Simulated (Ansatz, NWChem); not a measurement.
# Worked example: vertical ionisation energy of CO (carbon monoxide)

CO: 2 atoms, total charge 0, spin state singlet. As SMILES, `[C-]#[O+]`. The coordinates come from a PBE0-D4/def2-TZVP relaxation.

```csv
atom,x (Å),y (Å),z (Å)
C,0.4799,-0.1551,0.2472
O,-0.4799,0.1551,-0.2472
```

Both states at this one shape; open shells run unrestricted unless said. 1 Eh = 27.2114 eV.

```
                                level  program  singlet CO (Eh)  doublet CO+ (Eh)
TPSSh/6-31++G** (spherical functions)   NWChem      -113.313657       -112.801279
                       wB97M-V/STO-3G   Ansatz      -111.780746       -111.322612
                         wB97X/STO-3G   Ansatz      -111.755982       -111.298274
```

Problem. Work out the vertical ionisation energy at each level.

Solution. 
1. TPSSh/6-31++G** (spherical functions): -112.801279 − (-113.313657) = 0.512378 Eh = 13.94 eV; against experiment -0.07 eV.
2. wB97M-V/STO-3G: -111.322612 − (-111.780746) = 0.458134 Eh = 12.47 eV; against experiment -1.54 eV.
3. wB97X/STO-3G: -111.298274 − (-111.755982) = 0.457708 Eh = 12.45 eV; against experiment -1.56 eV.

The measured vertical value is 14.01 eV (NIST CCCBDB). Minimal sets are far from the basis-set limit.
